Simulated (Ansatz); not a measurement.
Harmonic frequencies (cm⁻¹) at PBE0-D4/def2-TZVP from Ansatz: 423, 660, 810, 885, 938, 948, 958, 1018, 1070, 1120, 1192, 1230, 1298, 1355, 1474, 1628, 3063, 3114, 3210, 3276, 3523.

(1) Which molecule is it?
A. `C=CC=N`
B. `CN1C=C1`
C. `C1=CNC1`
D. `CC1=NC1`

Results:

(1) C.
